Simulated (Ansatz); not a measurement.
# B2+ (quartet): wave-function methods side by side, def2-QZVPP

An exercise on one series of results from a longer session: the logs are not shown, and one member is left open.

Method: def2-QZVPP, core rule «outside noble gas», up to 2 orbitals frozen; program: Ansatz 0.2.0, Gaussian basis.

Plan: UHF; ROHF; CCSD(T) on UHF.

### What is computed

The geometry is a PBE0/def2-TZVP stationary point (not a proven minimum).

2 atoms, charge 1, spin multiplicity 4.

Atoms are counted from 1 here; the program's logs count them from 0.

Bond lengths: B1–B2 1.628 Å.

As a file:

```xyz
2
B2
B     0.0000    0.0000    0.0000
B     0.0000    0.0000    1.6282
```

The first run:

The input, in.yaml:

```yaml
crystal:
  periodic: [false, false, false]
  atoms:
    - {symbol: B, position_ang: [0.000000, 0.000000, 0.000000]}
    - {symbol: B, position_ang: [0.000000, 0.000000, 1.628200]}
basis:
  gaussian: {orbitals: "def2-QZVPP.json"}
total_charge: 1
magnetization: {spin_polarized: true, initial_magnetization: 3}
hamiltonian: {xc: hf}
output: {orbitals: {seedname: orbitals}}
```

On the command line:

```bash
$ ansatz run in.yaml --threads 1 --pin off --events-out ev --progress --plain --max-ram 2393MiB
```

Among the steps run: UHF; ROHF; CCSD(T) on UHF.

One of the session's tables, all rows but one given; the rest of the session is left out.

| method | from UCCSD(T) (kJ/mol) |
| --- | --- |
| ROHF | +246.8 |
| UHF | ? |
| UMP2 | +56.6 |
| UCCSD | +8.7 |
| UCCSD(T) | 0 |

Estimate the missing values for UHF.

**Answer.** from UCCSD(T) (kJ/mol): +242.6. In the column «from UCCSD(T) (kJ/mol)» it lies between UMP2 (+56.6) and ROHF (+246.8).
